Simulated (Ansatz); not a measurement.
Steps of a relaxation of C$_{3}$H$_{6}$ClFO (`CC(Cl)OCF`) with RKS PBE0-D4/def2-TZVP.

```sh
$ ansatz run in.yaml --threads 4 --pin off --events-out ev --progress --plain --max-ram 10444MiB
```

```yaml
crystal:
  periodic: [false, false, false]
  atoms:
    - {symbol: C, position_ang: [-1.565386, -0.430649, -0.781543]}
    - {symbol: C, position_ang: [-0.351288, -0.398215, 0.115160]}
    - {symbol: Cl, position_ang: [-0.886250, -0.413451, 1.891470]}
    - {symbol: O, position_ang: [0.391011, 0.749575, -0.166961]}
    - {symbol: C, position_ang: [1.657509, 0.795116, 0.413144]}
    - {symbol: F, position_ang: [2.491261, -0.157880, -0.141442]}
    - {symbol: H, position_ang: [-2.168080, 0.485421, -0.628255]}
    - {symbol: H, position_ang: [-2.188599, -1.316328, -0.560617]}
    - {symbol: H, position_ang: [-1.236761, -0.468442, -1.839755]}
    - {symbol: H, position_ang: [0.277333, -1.307771, 0.027892]}
    - {symbol: H, position_ang: [2.061834, 1.805348, 0.195624]}
    - {symbol: H, position_ang: [1.594316, 0.602275, 1.509182]}
basis:
  gaussian: {orbitals: def2-TZVP}
hamiltonian: {xc: pbe0, dispersion: d4}
relax: {f_tol: 0.005, max_steps: 150}
```

Positions (Å) and forces (eV/Å) along the path, 6 of 6 steps:

```xyz
12
step=1 energy=-20486.5505 eV
C    -1.565   -0.431   -0.782   -0.178    0.087   -0.068
C    -0.351   -0.398    0.115    0.205   -0.232    0.079
Cl   -0.886   -0.413    1.891    0.157    0.040   -0.570
O     0.391    0.750   -0.167    0.232   -0.404    0.279
C     1.658    0.795    0.413   -0.171    0.308    0.296
F     2.491   -0.158   -0.141   -0.298    0.327    0.151
H    -2.168    0.485   -0.628    0.284   -0.457   -0.077
H    -2.189   -1.316   -0.561    0.324    0.427   -0.090
H    -1.237   -0.468   -1.840   -0.127    0.010    0.525
H     0.277   -1.308    0.028   -0.361    0.485    0.068
H     2.062    1.805    0.196   -0.169   -0.638    0.062
H     1.594    0.602    1.509    0.103    0.048   -0.654
12
step=2 energy=-20486.5992 eV
C    -1.558   -0.427   -0.777   -0.012    0.000   -0.057
C    -0.347   -0.401    0.110   -0.038    0.023    0.221
Cl   -0.884   -0.407    1.870    0.086   -0.007   -0.260
O     0.389    0.745   -0.165    0.159   -0.165    0.118
C     1.646    0.795    0.417   -0.135    0.111    0.019
F     2.475   -0.151   -0.140   -0.058    0.068    0.038
H    -2.155    0.478   -0.625    0.095   -0.132   -0.012
H    -2.172   -1.304   -0.555    0.085    0.115   -0.033
H    -1.232   -0.467   -1.823   -0.050    0.002    0.136
H     0.272   -1.301    0.028   -0.107    0.141   -0.010
H     2.051    1.789    0.196   -0.053   -0.180    0.036
H     1.592    0.597    1.498    0.028    0.024   -0.196
12
step=3 energy=-20486.6059 eV
C    -1.553   -0.426   -0.776    0.000    0.001    0.000
C    -0.350   -0.398    0.118   -0.037   -0.023    0.122
Cl   -0.882   -0.409    1.865    0.018    0.012   -0.095
O     0.387    0.741   -0.160    0.056    0.017    0.019
C     1.641    0.795    0.416   -0.080    0.012   -0.038
F     2.468   -0.149   -0.143    0.028   -0.024   -0.013
H    -2.148    0.473   -0.624   -0.023    0.021   -0.002
H    -2.164   -1.301   -0.560   -0.013   -0.015    0.002
H    -1.224   -0.464   -1.816    0.009    0.001   -0.006
H     0.262   -1.295    0.031    0.021   -0.023   -0.018
H     2.045    1.782    0.193    0.014    0.024    0.000
H     1.594    0.597    1.490    0.009   -0.003    0.031
12
step=4 energy=-20486.6065 eV
C    -1.553   -0.426   -0.774    0.000    0.000   -0.021
C    -0.351   -0.400    0.120   -0.034   -0.025    0.065
Cl   -0.885   -0.407    1.861    0.006    0.005   -0.008
O     0.388    0.740   -0.158    0.037    0.023   -0.009
C     1.641    0.795    0.415   -0.046    0.014   -0.009
F     2.470   -0.148   -0.144    0.020   -0.018   -0.010
H    -2.150    0.474   -0.624   -0.003    0.004    0.002
H    -2.165   -1.301   -0.561   -0.004   -0.005    0.001
H    -1.222   -0.463   -1.814    0.001    0.001   -0.008
H     0.262   -1.298    0.031    0.009   -0.005   -0.017
H     2.044    1.783    0.193    0.006    0.009    0.001
H     1.597    0.597    1.490    0.008   -0.002    0.013
12
step=5 energy=-20486.6067 eV
C    -1.553   -0.426   -0.775   -0.005    0.001   -0.003
C    -0.353   -0.401    0.123   -0.006   -0.012    0.003
Cl   -0.885   -0.406    1.861   -0.002    0.000    0.004
O     0.388    0.739   -0.157    0.009    0.010   -0.008
C     1.640    0.795    0.415   -0.014    0.011    0.008
F     2.471   -0.147   -0.146    0.009   -0.009   -0.006
H    -2.151    0.473   -0.625    0.001   -0.001    0.001
H    -2.165   -1.302   -0.563   -0.001   -0.001    0.000
H    -1.219   -0.462   -1.814    0.002    0.000    0.001
H     0.260   -1.299    0.032    0.001    0.003    0.000
H     2.043    1.783    0.192    0.001   -0.001    0.001
H     1.600    0.597    1.490    0.003   -0.002   -0.001
12
step=6 energy=-20486.6067 eV
C    -1.553   -0.427   -0.775    0.001    0.002   -0.001
C    -0.353   -0.401    0.123    0.000    0.002    0.002
Cl   -0.886   -0.404    1.862    0.001    0.000   -0.001
O     0.389    0.739   -0.158   -0.005   -0.002    0.000
C     1.641    0.795    0.415    0.003   -0.003   -0.004
F     2.473   -0.146   -0.148   -0.003    0.001    0.002
H    -2.151    0.473   -0.625   -0.001    0.001    0.000
H    -2.166   -1.302   -0.563    0.000    0.000    0.000
H    -1.219   -0.463   -1.814    0.001    0.000    0.000
H     0.260   -1.299    0.032    0.005    0.000    0.001
H     2.043    1.784    0.195   -0.001    0.000    0.000
H     1.601    0.594    1.490    0.000   -0.001    0.001
```

It took 15 s on 4 threads of an Intel Xeon 6975P-C on a shared host, with 0.7 GiB of host memory at the peak.
